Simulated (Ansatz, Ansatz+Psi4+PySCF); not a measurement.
```yaml
atoms:
  - { symbol: C, position_ang: [0.0000, 0.0000, 0.6425] }
  - { symbol: C, position_ang: [0.0000, 0.0000, -0.6425] }
  - { symbol: H, position_ang: [0.0000, 0.9228, 1.2127] }
  - { symbol: H, position_ang: [0.0000, -0.9228, 1.2127] }
  - { symbol: H, position_ang: [0.0000, 0.9228, -1.2127] }
  - { symbol: H, position_ang: [0.0000, -0.9228, -1.2127] }
```

Basis set: cc-pVTZ (spherical functions). Correlated methods keep 2 orbitals frozen. Charge 0, multiplicity 1.

Computed with Ansatz (development build ahead of 0.2.0); each method stands on the lowest determinant of its kind that the runs found. Restricted open shells among the atoms or ions are ROHF, correlated in semicanonical orbitals with singles.

The atomization energy at this shape (free ground-state atoms in the same class of orbitals less the molecule, no zero-point energy) of singlet C₂H₄:

```json
{"method": "RHF-CCSD(T)", "atomization energy": "23.81 eV"}
{"method": "RHF-MP2", "atomization energy": "23.96 eV"}
```

Q: What does RHF give?

A: 18.79 eV.
